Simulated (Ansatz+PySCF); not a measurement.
Two shapes of doublet HO₃.

Shape 1:

```xyz
4

H     0.0000    0.5813   -0.9171
O     0.0000   -0.3942   -0.9026
O     0.0000   -0.6261    0.5836
O     0.0000    0.4390    1.2361
```

Shape 2:

```xyz
4

H     0.0000    0.5828   -0.9270
O     0.0000   -0.3927   -0.9125
O     0.0000   -0.6276    0.5935
O     0.0000    0.4375    1.2460
```

Basis set: cc-pVTZ (spherical functions). Left uncorrelated: 3 orbitals. Correlation on ROHF uses semicanonical orbitals with singles. Charge 0, multiplicity 2.

Computed with Ansatz (development build ahead of 0.2.0) and PySCF 2.14.0; each method stands on the lowest determinant of its kind that the runs found.

Problem. Which shape is lower in energy, and by how much in each method?

Solution.

```json
{"method": "ROHF", "E(2) − E(1) (eV)": "0.063"}
{"method": "UHF", "E(2) − E(1) (eV)": "0.002"}
{"method": "ROHF-MP2", "E(2) − E(1) (eV)": "0.012"}
{"method": "UHF-MP2", "E(2) − E(1) (eV)": "0.166"}
{"method": "ROHF-CCSD(T)", "E(2) − E(1) (eV)": "-0.002"}
```

Shape 1 is lower, bar methods that put the two within 0.005 eV. Caution for UHF, UHF-MP2: the unrestricted determinant is spin contaminated. Caution for ROHF-MP2, ROHF-CCSD(T): large amplitudes, a single reference is doubtful. Caution for ROHF-MP2, UHF-MP2: forces differ strongly between restricted and unrestricted references. Caution for UHF-MP2: MP2 forces lie far from those of the mean fields; another reference gives a lower total.
